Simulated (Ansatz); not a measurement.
## Match the barriers

Saddle point of CH₇NSi, closed shell (CH₇NSi ([CH3][SiH2][NH2]) → CH₅NSi ([CH3][SiH][NH]) + H₂; bonds formed: H2–H4; bonds broken: Si1–H2, N3–H4), PBE0-D4/def2-TZVP structure:

Si1  (-0.025, 0.533, 0.014)
H2  (1.608, 0.178, -0.631)
N3  (-0.590, 0.719, -1.504)
H4  (0.989, 0.440, -1.293)
H5  (0.387, 1.621, 0.951)
C6  (-0.310, -1.035, 0.945)
H7  (-0.895, 1.593, -1.903)
H8  (0.489, -1.226, 1.665)
H9  (-1.251, -0.945, 1.499)
H10  (-0.401, -1.878, 0.258)
(Å)

Program: Ansatz 0.2.0. Basis: def2-TZVPP, with def2-QZVPP for the basis limit. Cores are frozen in the correlated methods. Extrapolation: Hartree–Fock as exp(−7.88 √X), correlation as X^−2.97. Four methods, as single points on the PBE0-D4 structures, gave these electronic barriers from the start structure: 3.125, 3.391, 3.472, 4.157 eV.

**Question.** The methods were, in alphabetical order, HF, MP2, PBE-D4, PBE0-D4. Which gave which? (Judge from chemistry; the calculation decides.)

**Answer.** The calculation gives: PBE-D4 3.125; PBE0-D4 3.391; MP2 3.472; HF 4.157 eV. For comparison, CCSD(T) at an estimated basis limit (MP2 extrapolated from triple and quadruple zeta, plus CCSD(T) − MP2 in triple zeta) gives 3.490 eV.

The T1 diagnostic stays at or below 0.017.

Labels in which every atom is bracketed show which atoms are joined, not bond orders.

For scale, one of the runs: CCSD(T)/def2-TZVPP, 202 basis functions, launched by `ansatz run in.yaml --threads 2 --pin off --events-out ev --progress --plain --max-ram 4352MiB`. Time: 83 s of wall clock on 2 CPU threads of an Arm Neoverse N1; the host was shared. Peak host memory: 2.5 GiB.
